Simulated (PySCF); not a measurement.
SiH4, SMILES [SiH4].

Geometry optimised at ωB97X-D3(BJ)/def2-TZVPD. The isomer is the one that the SMILES or the coordinates give; other isomers of the formula were not compared.

Two levels are set side by side: PBE/def2-TZVPD (PySCF) and r2SCAN/def2-TZVPD (PySCF). Same geometry, gas phase. Differences are taken from unrounded values.

| quantity | r2SCAN |
|---|---|
| orbital gap (eV) | 9.50 |
| highest occupied level (eV) | -8.86 |
| lowest empty level (eV) | 0.63 |
| mean polarisability (bohr³) | 31.8 |

Problem. What does PBE give, and how far is it from r2SCAN? (The exact figures need the calculation; the answer reports its results.)

Solution. 
```tsv
quantity	PBE	PBE minus r2SCAN
orbital gap (eV)	8.34	-1.16
highest occupied level (eV)	-8.52	0.35
lowest empty level (eV)	-0.18	-0.81
mean polarisability (bohr³)	33.0	1.2
```

Rough cost on one machine, each run with all the roots and properties that it gave: r2SCAN against PBE about 4 times.
